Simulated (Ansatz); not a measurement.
Barrier height from FH + F to the transition structure F2H, without zero-point energy, on the benchmark's geometries as Psi4's copy of the set gives them.
Transition structure (charge 0, multiplicity 2):
| atom | x (Å) | y (Å) | z (Å) |
|---|---|---|---|
| H | 0.0000 | 0.0000 | -2.2313 |
| F | 0.0000 | 0.0000 | -0.6162 |
| F | 0.0000 | 0.0000 | 0.8641 |

Open shells are unrestricted; no spin–orbit coupling.

Cores are frozen in the correlated methods. CBS(a, b) extrapolates the correlation energy as X⁻³ and adds the Hartree–Fock energy of set b.

Run with Ansatz (Gaussian orbitals). Values without a source in brackets are computed.

Q: What barrier height does MP2/CBS(aug-cc-pVTZ, aug-cc-pVQZ) + ΔCCSD(T)/aug-cc-pVTZ give?

A: 106.2 kcal/mol

Q: Give the barrier height at the level revPBE/def2-TZVPPD.

A: 84.8 kcal/mol

Q: What barrier height does HF/cc-pVDZ give?

A: 119.1 kcal/mol

Doubts at one or more of the structures used: a spin-contaminated determinant (HF/cc-pVDZ, MP2/CBS(aug-cc-pVTZ, aug-cc-pVQZ) + ΔCCSD(T)/aug-cc-pVTZ); T1 above 0.05 (MP2/CBS(aug-cc-pVTZ, aug-cc-pVQZ) + ΔCCSD(T)/aug-cc-pVTZ).

Ansatz is a first-principles code.
